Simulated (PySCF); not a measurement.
Some computed properties have been withheld. Give your best values.

Species: 2-methoxyacetamide, C3H7NO2.
SMILES: `COCC(N)=O`

Conformer (atom-mapped SMILES and torsion angles): `[CH3:1][O:2][CH2:3][C:4]([NH2:5])=[O:6]`: C1–O2–C3–C4 180°, O2–C3–C4–N5 -1°, H–N5–C4–C3 180°, H–N5–C4–C3 0°.

```json
{"property": "rotational constants A, B, C", "level": "PBE0-D3(BJ)/def2-SVP", "value": "9.184, 2.081, 1.734 GHz"}
{"property": "dipole moment", "level": "B3LYP/def2-SVPD", "value": "3.84 D"}
{"property": "HOMO energy", "level": "B3LYP/def2-SVPD", "value": "-7.20 eV"}
{"property": "LUMO energy", "level": "B3LYP/def2-SVPD", "value": "0.19 eV"}
{"property": "lowest singlet excitation", "level": "TDDFT B3LYP/def2-SVPD", "value": "?"}
{"property": "strongest line among the 10 lowest singlet transitions", "level": "TDDFT B3LYP/def2-SVPD", "value": "?"}
{"property": "lowest triplet excitation (Tamm–Dancoff)", "level": "TDA B3LYP/def2-SVPD", "value": "5.31 eV"}
{"property": "static isotropic polarisability", "level": "B3LYP/def2-SVPD", "value": "55.9 au"}
{"property": "electronic spatial extent ⟨r²⟩ about the centre of nuclear charge", "level": "B3LYP/def2-SVPD", "value": "688 bohr²"}
{"property": "13C chemical shifts (computed TMS as zero) by class", "level": "GIAO PBE0/pcSseg-1", "value": "168.2 (1 C), 73.2 (1 C), 58.6 (1 C) ppm"}
{"property": "1H chemical shifts (computed TMS as zero) by class", "level": "GIAO PBE0/pcSseg-1", "value": "5.97 (1 H), 4.30 (1 H), 3.47 (2 H), 3.35 (3 H) ppm"}
{"property": "isotropic shieldings of nuclei other than C and H, by class", "level": "GIAO PBE0/pcSseg-1", "value": "?"}
{"property": "largest of the computed one-bond spin–spin couplings (means over like bonds)", "level": "B3LYP/pcJ-1, spin–dipole term left out for some pairs", "value": "13C–1H +148.1 (×2), 13C–1H +146.4 (×3), 15N–1H -98.6, 15N–1H -96.7, 13C–13C +58.3, 17O–13C +27.9, 17O–13C +23.9, 17O–13C +21.5 Hz"}
```

Gas-phase values; electronic properties from PySCF, density fitting. One conformer (not necessarily the lowest) at the PBE0-D3(BJ)/def2-SVP geometry, without solvent or vibrations. NMR classes are plain means over equivalent atoms (diastereotopic ones count apart unless rotation or inversion swaps them), as if these changed places fast; in this geometry the members of some classes differ.

Q: The isotropic shieldings of nuclei other than C and H, by class?

A: 154 (1 N), -58 (1 O), 325 (1 O) ppm.

Q: Give the strongest line among the 10 lowest singlet transitions.

A: S9 at 7.71 eV (161 nm, f = 0.158).

Q: The lowest singlet excitation?

A: 5.75 eV (216 nm, f = 0.000).

The rotational constants make it an asymmetric top with κ = (2B − A − C)/(A − C) = -0.91, nearer the prolate limit (−1). The principal polarisabilities are 43.1, 58.4 and 66.2 au; their mean is the isotropic value. With B = h/(8π²I), that is 505.379 GHz u Å² over I, the principal moments of inertia are 55.0, 242.9 and 291.5 u Å² (most abundant isotopes); the inertial defect Ic − Ia − Ib is -6.4 u Å² (zero for a rigid planar frame, negative otherwise). In atomic units the dipole is 1.51 e·bohr (1 au = 2.5417 D).
